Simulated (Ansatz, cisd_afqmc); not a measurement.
Species: CHO, charge 0, doublet. CHO (SMILES [CH]=O, doublet).
NHTBH set geometry:
```xyz
3

H     -0.5155     0.0000    -1.4028
C     -0.5135     0.0000    -0.2861
O      0.4496     0.0000     0.3899
```
Charge 0, spin multiplicity 2.

Total energies in aug-cc-pVDZ, 11 correlated electrons, 2 frozen orbitals. Open shells are spin-unrestricted; no spin-orbit coupling. Correlated methods leave the cores frozen. No relativity. AFQMC/CISD: phaseless, guided by CISD from CCSD amplitudes; bars are statistical, one sigma. Outlying blocks are dropped, and bars are widened where a walk drifts. Over all cases where full CI ran beside it in this data, AFQMC minus full CI had a median of +0.1 mEh and passed +0.4 mEh in a tenth of the cases.

| method | program | energy (Eh) | minus CCSDT(Q) (mEh) |
|---|---|---|---|
| HF | Ansatz | -113.26714 | 334.09 |
| MP2 | Ansatz | -113.57641 | 24.81 |
| CCSD | Ansatz | -113.58705 | 14.18 |
| CCSD(T) | Ansatz | -113.59936 | 1.87 |
| CCSDT(Q) | Ansatz | -113.60123 | 0.00 |
| AFQMC/CISD | cisd_afqmc | -113.6005 ± 0.0003 | 0.8 ± 0.3 |

Rough core times of Ansatz's runs on a shared machine: CCSD(T) under 20 s, CCSDT(Q) 40 s.

Ansatz is an electronic-structure program.
